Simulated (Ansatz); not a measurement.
System: CsCl-type TlCl. Method: LDA in Ansatz (plane waves, PAW).

Numerical settings: plane-wave cutoff 520 eV, 10×10×10 k mesh, Fermi–Dirac smearing 0.01 eV, scalar-relativistic PAW data made under PBE.

Energies at three volumes about the minimum:

```
V (Å³/atom)  E − E_lowest (meV/atom)
-----------  -----------------------
24.700                          1.22
25.204                          0.00
25.708                          1.15
```

Problem. Fit a parabola by hand: where is the minimum, what lattice constant follows, and what is the bulk modulus?

Solution. Slopes: (0.00 − 1.22)/(25.204 − 24.700) = -2.421 and (1.15 − 0.00)/(25.708 − 25.204) = 2.282 meV/Å³. Curvature E″ = 2 × (2.282 − (-2.421))/(25.708 − 24.700) = 9.331 meV/Å⁶. From the middle of the first interval, the slope vanishes at V0 = 24.9520 − (-2.421)/9.331 = 25.211 Å³/atom. B = V0 E″ = 25.211 × 9.331 meV/Å³ × 0.1602 GPa per meV/Å³ = 37.7 GPa. With 2 atoms in the cube, a = (2 × 25.211)^(1/3) = 3.694 Å. The full Birch–Murnaghan fit to all volumes gives V0 = 25.201 Å³/atom and B0 = 37.6 GPa.

Measured, for comparison: lattice constant a 3.842 Å (temperature not stated, not corrected to a static lattice; as tabulated in Wikipedia's data pages).

Ansatz is a program for electronic structure.
